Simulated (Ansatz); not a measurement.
# BH (triplet): wave-function methods side by side at distance B1–H2 = 0.938 Å, cc-pVQZ

An exercise on one series of results from a longer session: the logs are not shown, and one member is left open.

Program: Ansatz 0.2.0, Gaussian basis. Level of theory: cc-pVQZ, core rule «outside noble gas», up to 1 orbitals frozen. These are calculated values, not measurements.

The runs, in order: UHF; CCSD(T) on ROHF; CCSD(T) on UHF; BCCD(T) on ROHF; CCSDT(Q) on ROHF; CCSDT(Q) on UHF; CASSCF and NEVPT2, 4 electrons in 5 orbitals; Full CI.

17 further runs of the same task are left out: 10 that didn't finish, 7 set aside as unsound or not needed.

## The system

The geometry derives from a PBE0/def2-TZVP stationary point (not a proven minimum). One bond is set to the value named and the two fragments are kept rigid.

2 atoms, charge 0, spin multiplicity 3.

Atoms are counted from 1 here; the program's logs count them from 0.

Bond lengths: B1–H2 0.938 Å.

The first run:

The input, in.yaml:

```yaml
crystal:
  periodic: [false, false, false]
  atoms:
    - {symbol: B, position_ang: [0.000000, 0.000000, 0.000000]}
    - {symbol: H, position_ang: [0.000000, 0.000000, 0.938000]}
basis:
  gaussian: {orbitals: cc-pVQZ}
magnetization: {spin_polarized: true, initial_magnetization: 2}
hamiltonian: {xc: hf}
output: {orbitals: {seedname: orbitals}}
```

Run with:

```console
ansatz run in.yaml --threads 1 --pin off --events-out ev --progress --plain --max-ram 2393MiB
```

Among the steps run: UHF; CCSD(T) on ROHF; CCSD(T) on UHF; BCCD(T) on ROHF; CCSDT(Q) on ROHF; CCSDT(Q) on UHF; CASSCF and NEVPT2, 4 electrons in 5 orbitals; Full CI.

One of the session's tables, all rows but one given; the rest of the session is left out.

```
        method  from FCI (meV)
          ROHF         +1848.6
           UHF         +1816.9
          RMP2          +365.0
          UMP2          +363.2
         RCCSD           +42.6
         UCCSD           +41.5
      RCCSD(T)            +8.2
      UCCSD(T)            +7.4
       BCCD(T)               ?
        RCCSDT            +0.1
        UCCSDT            -0.7
     RCCSDT(Q)            -0.2
     UCCSDT(Q)            -1.1
CASSCF valence         +1299.1
NEVPT2 valence          +368.5
           FCI               0
```

**Question.** Estimate the row for BCCD(T).

**Answer.** from FCI (meV): +8.1. In the column «from FCI (meV)» it lies between UCCSD(T) (+7.4) and RCCSD(T) (+8.2).

Caveats from the session: Levels on UHF freeze UHF's core orbitals, full CI those of ROHF, so the U rows can settle a little off it for that reason alone. Restricted and unrestricted rows rest on different reference determinants; where their highest levels disagree by more than a few hundredths of an eV, they describe different states and don't form one ladder.
